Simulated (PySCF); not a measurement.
# Protonation sites of N-ethylmethylamine

Parent: N-ethylmethylamine, `CCNC` (C3H9N). Numbering: `[CH3:1][CH2:2][NH:3][CH3:4]`

Computed at ωB97X-D3(BJ)/def2-TZVP // PBE0-D3(BJ)/def2-SVP with PySCF (density fitting, grid level 2). Thermal corrections: PBE0-D3(BJ)/def2-SVP frequencies, unscaled, ideal gas at 298.15 K and 1 bar, quasi-RRHO entropy.

| site | product | PA / kJ/mol | GB / kJ/mol |
| --- | --- | --- | --- |
| N3 (amine nitrogen) | `CC[NH2+]C` | 952 | 920 |

PA is −ΔH and GB is −ΔG of B + H⁺ → BH⁺ in the gas phase. Sites whose products fell apart, merged with another or lost in a GFN2-xTB screen aren't listed.

In benzonitrile the product from N3 is solvated 250 kJ/mol more strongly than the parent (electrostatics only).

In acetonitrile the product from N3 is solvated 253 kJ/mol more strongly than the parent (electrostatics only).

Measured values (NIST Chemistry WebBook, evaluated or the median of agreeing entries): proton affinity (−ΔH) 942 kJ/mol (computed 952, difference 10); gas-phase basicity (−ΔG) 909 kJ/mol (computed 920, difference 11).
